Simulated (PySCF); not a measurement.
# How the numerical set-up moves the result for SiH

The method stays; parts of the set-up, such as the basis or the Hamiltonian, are changed.

Computed with PySCF 2.14.0. Level: each script names its method and basis.

1 further run of the same task is left out (it didn't finish).

## 1. The system as given

SiH: 2 atoms, charge 0, spin multiplicity 2.

Bond lengths: Si1–H2 1.292 Å.

## 2. The run that the others are compared with

input.py

```python
from pyscf import gto, dft

mol = gto.M(
    atom='Si 0 0 0; H 0 0 1.292',
    basis='def2-tzvp',
    charge=0,
    spin=1,
    verbose=3,
)
mf = dft.UKS(mol, xc='r2scan')
mf.kernel()
mf.dip_moment()
print('orbital energies (hartree):', [e[max(0, n-3):n+3].round(4) for e, n in zip(mf.mo_energy, mol.nelec)])
```

Launch:

```bash
> OMP_NUM_THREADS=1 python input.py
```

Its log is not repeated here.

Base result: E(SCF) = -289.933733 Eh, ⟨S²⟩ = 0.761, μ = 0.69 D.

The bond length is a typed value, not an optimised one.

## 3. Jorge-dzp

Edit 1 changes basis set: def2-tzvp → jorge-dzp.

input.py

```python
from pyscf import gto, dft

mol = gto.M(
    atom='Si 0 0 0; H 0 0 1.292',
    basis='jorge-dzp',
    charge=0,
    spin=1,
    verbose=3,
)
mf = dft.UKS(mol, xc='r2scan')
mf.kernel()
mf.dip_moment()
print('orbital energies (hartree):', [e[max(0, n-3):n+3].round(4) for e, n in zip(mf.mo_energy, mol.nelec)])
```

Launch:

```bash
> OMP_NUM_THREADS=1 python input.py
```

## 4. Sbkjc (core potential on)

Edit 2 changes basis set: def2-tzvp → sbkjc; core potential: off → on. The core potential changes with it: totals don't compare.

input.py, as its differences from that of step 2:

```diff
@@ -4,3 +4,4 @@
     atom='Si 0 0 0; H 0 0 1.292',
-    basis='def2-tzvp',
+    basis='sbkjc',
+    ecp={'Si': 'sbkjc'},
     charge=0,
```

## 5. Pcseg-1

Edit 3 changes basis set: def2-tzvp → pcseg-1.

input.py, as its differences from that of step 2:

```diff
@@ -4,3 +4,3 @@
     atom='Si 0 0 0; H 0 0 1.292',
-    basis='def2-tzvp',
+    basis='pcseg-1',
     charge=0,
```

**Question.** What will these runs give? Wanted: for each run, E(SCF); from base; gap, α spin; SCF dipole.

The runs gave:

```tsv
run	E(SCF) (hartree)	from base (eV)	gap, α spin (eV)	SCF dipole (D)	functions
base	-289.933733	0	0.84	0.69	43
jorge-dzp	-289.926176	+0.2056	0.82	0.82	29
sbkjc (core potential on)	-4.313883	not comparable	n/a	1.81	10
pcseg-1	-289.910979	+0.6192	0.78	1.02	23
```

Of the runs whose energies can be compared, “pcseg-1” moves the SCF energy most (+0.619 eV). jorge-dzp (29 functions) gives an energy 0.21 eV higher than def2-tzvp (43). pcseg-1 (23 functions) gives an energy 0.62 eV higher than def2-tzvp (43).
